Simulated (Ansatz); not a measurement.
HCO, doublet: energies of several shapes or isomers

Calculated in Ansatz's Gaussian-basis code. Basis cc-pVDZ, 2 core orbitals frozen, nonrelativistic. On stretched bonds single-reference methods can fail or change state.

Case A:

```xyz
3

C     0.0000    0.0000    0.0000
H     0.0000    0.9200   -0.6300
O     0.0000    0.0000    1.5876
```

Case B. A bond is stretched, to 1.37 times the sum of the covalent radii.

```xyz
3

C     0.0000    0.0000    0.0000
H     0.0000    0.9200   -0.6300
O     0.0000    0.0000    1.9404
```

Energy less that of case A, in eV:

| case | RCCSD | RCCSD(T) |
| --- | --- | --- |
| B | +2.861 | +3.051 |

Question: Give the UCCSD(T) energies against case A.

Answer: B: +3.016 eV (69.6 kcal/mol).
